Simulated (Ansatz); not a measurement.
Predict the output of the script below (the Ansatz DFT code, driven from Python).

`conformers.py`:
```python
"""Conformer energies of C5H9N."""

import ansatz as az
from rdkit import Chem
from rdkit.Chem import AllChem

rd = Chem.AddHs(Chem.MolFromSmiles("NCC1=CCC1"))
ids = list(AllChem.EmbedMultipleConfs(rd, numConfs=20, randomSeed=679, pruneRmsThresh=0.4))
field = [energy for _, energy in AllChem.MMFFOptimizeMoleculeConfs(rd)]
distinct = {round(e, 2): i for i, e in zip(ids, field)}
chosen = sorted(distinct.items())[:4]
found = []
for force_field, index in chosen:
    c5h9n = az.Crystal.molecule()
    for atom, xyz in zip(rd.GetAtoms(), rd.GetConformer(index).GetPositions()):
        c5h9n = c5h9n.atom(atom.GetSymbol(), xyz.round(5).tolist())
    job = (
        c5h9n.calculation()
        .basis(gaussian="cc-pVDZ")
        .functional("hf")
    )
    found.append(job.run().report["free_energy_ev"])
print("conformer   MMFF (kcal/mol)   this level (eV)")
for (force_field, index), e in zip(chosen, found):
    print(f"{index:9d} {force_field - chosen[0][0]:17.2f} {(e - min(found)):17.3f}")
```

```console
$ python conformers.py
conformer   MMFF (kcal/mol)   this level (eV)
        1              0.00             0.051
        2              0.96             0.000
```

The conformers keep their force-field geometries. Finished in 3.9 s on 1 thread of Arm Neoverse V1 (shared host), peak memory 0.38 GiB.
